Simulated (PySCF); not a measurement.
Run record: geometry optimisation, `N#N` (N2).

Method: PBE0-D3(BJ)/def2-SVP geometry optimisation, gas phase (PySCF 2.14.0). Start geometry: GFN2-xTB. A driver script takes a list of jobs; this job's settings line and coordinates (Å) are shown.

Command:
```bash
OMP_NUM_THREADS=1 python probes_run.py task.json out
```

Input:
```
{"job": {"xc": "PBE0", "basis": "def2-SVP", "d3": "d3bj", "grid": 1, "shake": 0.01, "kind": "geom"}, "charge": 0, "multiplicity": 1}
N      0.570900    -0.027670     0.000410
N     -0.553410    -0.001140    -0.012530
```

**Question.** What does the run print?

**Answer.** 
```
step   0  E = -109.31340154  max force = 0.078538
step   1  E = -109.29713321  max force = 0.271734
step   2  E = -109.31389233  max force = 0.071001
step   3  E = -109.31539932  max force = 0.014529
step   4  E = -109.31547005  max force = 0.001076
step   5  E = -109.31547039  max force = 0.000069
optimisation converged
```

Energies in Eh; «max force» is the largest Cartesian gradient component in Eh/bohr.

**Question.** At which steps does the energy rise by more than 1e-5 Eh?

**Answer.** At step 1 (+16.27 mEh).

**Question.** Give the first gradient maximum in eV/Å.

**Answer.** With 1 Eh/bohr = 51.422 eV/Å, 4.039 eV/Å.

In short: final energy -109.31547 Eh after 5 steps; dipole 0.00 D.

The run took 0.86 s of wall time on an Intel Xeon 6975P-C with one thread, shared host with 192 logical CPUs at a one-minute load of 60, and the process peaked at 0.24 GiB of memory.
Labels such as C1 count atoms from 1, the log's own numbers from 0.
